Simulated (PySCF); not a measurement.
C₃H₃F.
Bonds: F1–C2, C2–C3 (double), C3–C4, C2–C4. Hydrogens: H5 on C3; H6, H7 on C4.

The same species was optimised twice, with GFN2-xTB and with PBE0-D3(BJ)/def2-SVP (PySCF), and the same property calculations (PySCF, gas phase) were run on both structures.

```json
{"coordinate": "C3–H5 (Å)", "GFN2-xTB": "1.060", "PBE0-D3(BJ)/def2-SVP": "1.085", "change": "+0.025"}
{"coordinate": "C4–H7 (Å)", "GFN2-xTB": "1.085", "PBE0-D3(BJ)/def2-SVP": "1.103", "change": "+0.018"}
{"coordinate": "C4–H6 (Å)", "GFN2-xTB": "1.085", "PBE0-D3(BJ)/def2-SVP": "1.103", "change": "+0.018"}
{"coordinate": "C2–C4 (Å)", "GFN2-xTB": "1.484", "PBE0-D3(BJ)/def2-SVP": "1.466", "change": "-0.018"}
{"coordinate": "C3–C4 (Å)", "GFN2-xTB": "1.527", "PBE0-D3(BJ)/def2-SVP": "1.544", "change": "+0.017"}
{"coordinate": "F1–C2 (Å)", "GFN2-xTB": "1.317", "PBE0-D3(BJ)/def2-SVP": "1.305", "change": "-0.012"}
{"coordinate": "C2=C3 (Å)", "GFN2-xTB": "1.292", "PBE0-D3(BJ)/def2-SVP": "1.289", "change": "-0.003"}
{"coordinate": "C2–C3–H5 (°)", "GFN2-xTB": "151.9", "PBE0-D3(BJ)/def2-SVP": "154.6", "change": "+2.7"}
{"coordinate": "C3–C2–C4 (°)", "GFN2-xTB": "66.3", "PBE0-D3(BJ)/def2-SVP": "67.8", "change": "+1.5"}
{"coordinate": "C4–C3–H5 (°)", "GFN2-xTB": "145.3", "PBE0-D3(BJ)/def2-SVP": "143.9", "change": "-1.4"}
{"coordinate": "F1–C2–C3 (°)", "GFN2-xTB": "150.1", "PBE0-D3(BJ)/def2-SVP": "148.7", "change": "-1.4"}
{"coordinate": "C2–C3–C4 (°)", "GFN2-xTB": "62.8", "PBE0-D3(BJ)/def2-SVP": "61.6", "change": "-1.2"}
{"coordinate": "C2–C4–H7 (°)", "GFN2-xTB": "119.8", "PBE0-D3(BJ)/def2-SVP": "120.4", "change": "+0.6"}
{"coordinate": "C2–C4–H6 (°)", "GFN2-xTB": "119.9", "PBE0-D3(BJ)/def2-SVP": "120.4", "change": "+0.5"}
{"coordinate": "H6–C4–H7 (°)", "GFN2-xTB": "113.5", "PBE0-D3(BJ)/def2-SVP": "113.0", "change": "-0.5"}
```

Rotational constants: A = 23453, B = 6873, C = 5507 MHz (GFN2-xTB) against A = 22943, B = 7007, C = 5570 MHz (PBE0-D3(BJ)/def2-SVP). Point groups within 0.08 Å: Cs and Cs.

On the GFN2-xTB structure: lowest singlet, TDDFT (eV) 6.71 [PBE0/def2-SVPD]; lowest triplet, Tamm–Dancoff (eV) 4.39 [PBE0/def2-SVPD]; isotropic polarisability (au) 33.9 [PBE0/def2-SVPD]; HOMO (eV) -7.36 [PBE0/def2-SVPD]; LUMO (eV) 0.33 [PBE0/def2-SVPD]; dipole (D) 1.21 [PBE0/def2-SVPD].

Question: What do these properties become on the PBE0-D3(BJ)/def2-SVP structure?

Answer: 
```
                                    property           level  on GFN2-xTB  on PBE0-D3(BJ)/def2-SVP  change
                  lowest singlet, TDDFT (eV)  PBE0/def2-SVPD         6.71                     6.74   +0.03
           lowest triplet, Tamm–Dancoff (eV)  PBE0/def2-SVPD         4.39                     4.42   +0.03
               isotropic polarisability (au)  PBE0/def2-SVPD         33.9                     34.4    +0.5
                                   HOMO (eV)  PBE0/def2-SVPD        -7.36                    -7.33   +0.03
                                   LUMO (eV)  PBE0/def2-SVPD         0.33                     0.36   +0.03
                                  dipole (D)  PBE0/def2-SVPD         1.21                     1.18   -0.03
energy, GFN2-xTB geometry as zero (kcal/mol)  PBE0/def2-SVPD          0.0                     -0.8    -0.8
```

The heavy atoms differ by 0.014 Å rms after alignment. Among all bonds C3–H5 changes most (+0.025 Å). Changes are differences of the printed values. Neither structure is proved a minimum here.
